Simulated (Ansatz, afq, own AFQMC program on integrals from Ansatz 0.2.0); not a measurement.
# Atomization energy of GeH$_{2}$O, singlet

```yaml
atoms:
  - { symbol: O, position_ang: [-0.1255, -0.6659, 0.5201] }
  - { symbol: Ge, position_ang: [0.5070, 0.5635, -0.6183] }
  - { symbol: H, position_ang: [0.5499, -1.3231, 0.7271] }
  - { symbol: H, position_ang: [-0.8759, 1.3652, -0.6492] }
```

Connectivity, by distances: OH–GeH.

Atoms in their ground-state spins without spin–orbit coupling (mostly on UHF) minus the molecule (RHF), without zero-point energy. The geometry is a stationary point, not shown to be a minimum.

Basis def2-TZVP. Only valence electrons are correlated. AFQMC by an in-house program on the Cholesky factors that Ansatz 0.2.0 writes for its CCSD(T) run. ph-AFQMC/CISD is guided by a CISD state made of CCSD amplitudes; releasing the constraint for a short imaginary time cuts its bias at the price of noise, slowly where states lie close. Uncertainties: one standard error, sampling alone. No spin–orbit coupling. The errors of all members are added in quadrature.

No full CI on the walks' own integrals is used here; CCSDT(Q) serves as the reference and is uncertain by about the last step of the cluster series. Each member takes its own surest rung, up to full CI.

The best estimate is CCSD(T) at the basis-set limit (CBS: def2-TZVPP and def2-QZVPP, with their diffuse functions for anions and beside diffuse sets, CCSD(T) itself extrapolated) plus the step from CCSD(T) to CCSDT(Q) in def2-TZVP. Rows without CBS are in def2-TZVP; B2PLYP and the wave-function rows carry a basis error of their own. Core correlation and relativity beyond core potentials are missing, and ± holds the sampling alone.

Cautions: inner d shell frozen; no relativity below Rb; no spin-orbit coupling; GeH₂O (singlet): the released energies move by 1.5 errors or more from one time to the next, so no released level is given (meV from the phaseless value at times in 1/Eh: -13 ± 5 at 0.24, -15 ± 5 at 0.51, -3 ± 6 at 0.99, 5 ± 7 at 1.62, -16 ± 8 at 2.40), though the last usable value meets CCSDT(Q) within the noise.

| level | atomization energy (kJ/mol) |
| --- | --- |
| PBE0 | 1141.6 |
| PBE | 1187.7 |
| B3LYP | 1162.6 |

(1) From these cheaper values, estimate the atomization energy at the level of the best estimate.

(1) 1181.1 kJ/mol (best estimate, highest rung CCSDT(Q)).

```csv
level,atomization energy (kJ/mol),error against the best estimate (kJ/mol)
HF,748.5,-432.5
MP2,1137.5,-43.6
CCSD,1099.7,-81.4
CCSD(T),1121.6,-59.5
CCSDT,1120.8,-60.3
CCSDT(Q),1122.7,-58.3
ph-AFQMC/CISD,1123.2 ± 0.5,-57.8 ± 0.5
HF/CBS,756.2,-424.9
MP2/CBS,1199.8,18.8
CCSD(T)/CBS,1179.9,-1.1
r2SCAN,1168.0,-13.0
wB97M-V,1170.1,-10.9
B2PLYP,1152.2,-28.8
```

Correlation beyond CCSD(T) adds 1.1 kJ/mol. Going to the basis-set limit adds 58.4 kJ/mol at CCSD(T). The perturbative (T) step is worth +21.9 kJ/mol.

Best estimates are given only where the step beyond CCSD(T) is under 0.3 eV and no member's determinant is very poor (T1 over 0.05, or 0.07 for open shells, ⟨S²⟩ too high by 0.3, two states mixed), so the hardest cases are missing from such tables.

The functionals ran in a triple-zeta set and keep a basis error of their own, a few kJ/mol for each bond in atomization energies and more for double hybrids, so close places among them and the extrapolated levels can swap.

CCSDT and higher add their correlation energy to the determinant of the CCSD(T) run, since their own runs factorise the integrals more tightly (a shift of under 2 meV). Each member of a difference takes its own highest rung, so a best estimate needn't equal the limit plus the step of one row.
